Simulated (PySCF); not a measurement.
Calculation: TPSSh-D3(BJ)/def2-TZVP // TPSS-D3(BJ)/def2-SVP in PySCF. All species are isolated molecules in the gas phase. 

Reference species (SMILES): `[C-]#[S+]` (neutral, multiplicity 1).

| Property | Value |
|---|---|
| HOMO–LUMO gap | 5.27 eV |

Changed species: `C#C` (free ligand C2H2; the reference has free ligand CS).

**Question.** What does the change do to the HOMO–LUMO gap?

**Answer.** the HOMO–LUMO gap goes up by 2.67 eV, to 7.94 eV.
